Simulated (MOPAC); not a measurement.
MOPAC input (MNDO):

```
MNDO PRECISE GNORM=0.05 LET XYZ UHF MS=0.5 GEO-OK AUX(PRECISION=9) THREADS=1
CH3O

C     0.04224489 1   -0.56967492 1    0.04211330 1
O    -0.04486502 1    0.78779394 1   -0.03501777 1
H     1.07433732 1   -0.94369547 1   -0.01301193 1
H    -0.49479825 1   -0.99234206 1    0.90297455 1
H    -0.47408828 1   -0.94826445 1   -0.86250030 1
```

Output:

```
 *******************************************************************************
 **                                                                           **
 **                              MOPAC v23.2.5                                **
 **                                                                           **
 *******************************************************************************
 ** MOPAC's Digital Object Identifier: https://doi.org/10.5281/zenodo.6511958 **
 **                                                                           **
 ** Please cite the open-source release paper for use of this MOPAC version:  **
 ** J. E. Moussa and J. J. P. Stewart (2026)                                  **
 ** MOPAC: An open-source semiempirical molecular orbital program             **
 ** J. Open Source Softw., 11(119), 8025, https://doi.org/10.21105/joss.08025 **
 *******************************************************************************

                              MNDO CALCULATION RESULTS

 *******************************************************************************
 *  MNDO       - The MNDO Hamiltonian to be used
 *  GEO-OK     - OVERRIDE INTERATOMIC DISTANCE AND OTHER SAFETY CHECKS
 *  UHF        - UNRESTRICTED HARTREE-FOCK CALCULATION
 *  MS=        - IN MECI, MAGNETIC COMPONENT OF SPIN =  0.5
 *  LET        - OVERRIDE SOME SAFETY CHECKS
 *  PRECISE    - TIGHTER CRITERIA TO BE USED
 *  XYZ        - CARTESIAN COORDINATE SYSTEM TO BE USED
 *  GNORM      - EXIT WHEN GRADIENT NORM DROPS BELOW 0.050
 *  AUX        - OUTPUT AUXILIARY INFORMATION
 *******************************************************************************
MNDO PRECISE GNORM=0.05 LET XYZ UHF MS=0.5 GEO-OK AUX(PRECISION=9) THREADS=1
 CH3O

   ATOM   CHEMICAL          X               Y               Z
  NUMBER   SYMBOL      (ANGSTROMS)     (ANGSTROMS)     (ANGSTROMS)

     1       C          0.04224489  *  -0.56967492  *   0.04211330  *
     2       O         -0.04486502  *   0.78779394  *  -0.03501777  *
     3       H          1.07433732  *  -0.94369547  *  -0.01301193  *
     4       H         -0.49479825  *  -0.99234206  *   0.90297455  *
     5       H         -0.47408828  *  -0.94826445  *  -0.86250030  *

          CARTESIAN COORDINATES

    NO.       ATOM           X           Y           Z

     1         C          0.0422     -0.5697      0.0421
     2         O         -0.0449      0.7878     -0.0350
     3         H          1.0743     -0.9437     -0.0130
     4         H         -0.4948     -0.9923      0.9030
     5         H         -0.4741     -0.9483     -0.8625

  H: (MNDO): M.J.S. DEWAR, W. THIEL, J. AM. CHEM. SOC., 99, 4899, (1977)
  C: (MNDO): M.J.S. DEWAR, W. THIEL, J. AM. CHEM. SOC., 99, 4899, (1977)
  O: (MNDO): M.J.S. DEWAR, W. THIEL, J. AM. CHEM. SOC., 99, 4899, (1977)

           Empirical Formula: C H3 O  =     5 atoms

      MOLECULAR POINT GROUP   :   Cs

          UHF CALCULATION, NO. OF ALPHA ELECTRONS =    7
                           NO. OF BETA  ELECTRONS =    6

          Geometry optimization using EF

          DIAGONAL MATRIX USED AS START HESSIAN

 CYCLE:     1  GRAD.:    45.492 HEAT: -4.845849
 CYCLE:     2  GRAD.:   419.012 HEAT:  21.40718
 CYCLE:     3  GRAD.:   169.472 HEAT:  9.166120
 CYCLE:     4  GRAD.:   105.122 HEAT: -3.283560
 CYCLE:     5  GRAD.:   187.814 HEAT:  1.854393
 CYCLE:     6  GRAD.:   134.699 HEAT: -1.144274
 CYCLE:     7  GRAD.:    78.588 HEAT: -4.195783
 CYCLE:     8  GRAD.:     6.326 HEAT: -5.840692
 CYCLE:     9  GRAD.:     1.580 HEAT: -5.851582
 CYCLE:    10  GRAD.:     0.175 HEAT: -5.852431
 CYCLE:    11  GRAD.:     0.063 HEAT: -5.852459
 CYCLE:    12  GRAD.:     0.111 HEAT: -5.852459
 CYCLE:    13  GRAD.:     0.141 HEAT: -5.852454
 CYCLE:    14  GRAD.:     0.014 HEAT: -5.852462

     GRADIENT =  0.01354 IS LESS THAN CUTOFF =  0.05000

 -------------------------------------------------------------------------------
 MNDO PRECISE GNORM=0.05 LET XYZ UHF MS=0.5 GEO-OK AUX(PRECISION=9) THREADS=1
 CH3O

     GEOMETRY OPTIMISED USING EIGENVECTOR FOLLOWING (EF).
     SCF FIELD WAS ACHIEVED

                              MNDO CALCULATION
                                                       MOPAC v23.2.5 Linux

          FINAL HEAT OF FORMATION =         -5.85246 KCAL/MOL =     -24.48670 KJ/MOL

          COSMO AREA              =         63.41 SQUARE ANGSTROMS
          COSMO VOLUME            =         44.89 CUBIC ANGSTROMS

          GRADIENT NORM           =          0.01354          =       0.00606 PER ATOM
          IONIZATION POTENTIAL    =         11.240367 EV
          ALPHA SOMO LUMO (EV)    =        -11.791  3.485
          BETA  SOMO LUMO (EV)    =        -11.240 -0.601
          NO. OF ALPHA ELECTRONS  =          7
          NO. OF BETA  ELECTRONS  =          6
          MOLECULAR WEIGHT        =         31.0341         POINT GROUP:  C3v

          MOLECULAR DIMENSIONS (Angstroms)

            Atom       Atom       Distance
            H     3    O     2     2.05823
            H     4    H     5     1.80899
            O     2    H     4     1.33998

          SCF CALCULATIONS        =         15

   ATOM   CHEMICAL          X               Y               Z
  NUMBER   SYMBOL      (ANGSTROMS)     (ANGSTROMS)     (ANGSTROMS)

     1       C          0.02984294  *  -0.56383916  *   0.02117999  *
     2       O         -0.03736801  *   0.78751516  *  -0.02218985  *
     3       H          1.08547729  *  -0.93716277  *   0.00980294  *
     4       H         -0.48071133  *  -0.98571671  *   0.92406731  *
     5       H         -0.48637238  *  -0.98045729  *  -0.88525369  *

                             CARTESIAN COORDINATES

   1    C        0.029842941    -0.563839164     0.021179986
   2    O       -0.037368007     0.787515165    -0.022189848
   3    H        1.085477285    -0.937162767     0.009802939
   4    H       -0.480711327    -0.985716712     0.924067306
   5    H       -0.486372381    -0.980457294    -0.885253692

           Empirical Formula: C H3 O  =     5 atoms

      MOLECULAR POINT GROUP   :   C3v

          ALPHA EIGENVALUES
 -41.80636 -27.30971 -16.65860 -16.23658 -15.98911 -12.62357 -11.79083   3.48451
   3.70494   4.64666   5.23641

           BETA EIGENVALUES
 -39.47642 -26.28608 -15.74436 -15.62848 -14.94865 -11.24037  -0.60113   3.71505
   3.87982   4.69698   5.72334

              NET ATOMIC CHARGES AND DIPOLE CONTRIBUTIONS

  ATOM NO.   TYPE          CHARGE      No. of ELECS.   s-Pop       p-Pop
    1          C           0.125615        3.8744     1.22233     2.65206
    2          O          -0.166630        6.1666     1.91837     4.24826
    3          H          -0.001963        1.0020     1.00196
    4          H          -0.001962        1.0020     1.00196
    5          H           0.044940        0.9551     0.95506
 DIPOLE           X         Y         Z       TOTAL
 POINT-CHG.    -0.063    -1.164    -0.169     1.178
 HYBRID         0.019    -0.421     0.010     0.422
 SUM           -0.044    -1.585    -0.159     1.594

          ATOMIC ORBITAL ELECTRON POPULATIONS

     Atom    s        px        py        pz
    1  C   1.22233   0.91445   0.81829   0.91932
    2  O   1.91837   1.72897   1.23276   1.28653
    3  H   1.00196
    4  H   1.00196
    5  H   0.95506

                    (SZ)    =    0.500000
                    (S**2)  =    0.754194

          ATOMIC ORBITAL SPIN POPULATIONS

    Atom   Total    s     px     py     pz
         Atomic
    1  C -0.0903 -0.009 -0.018 -0.029 -0.034
    2  O  0.9422  0.008  0.231  0.024  0.679
    3  H  0.0236  0.024
    4  H  0.0236  0.024
    5  H  0.1009  0.101

 **********************
 *                    *
 * JOB ENDED NORMALLY *
 *                    *
 **********************

 == MOPAC DONE ==
```

The geometry given is a B3LYP-D3(BJ)/def2-TZVP minimum.
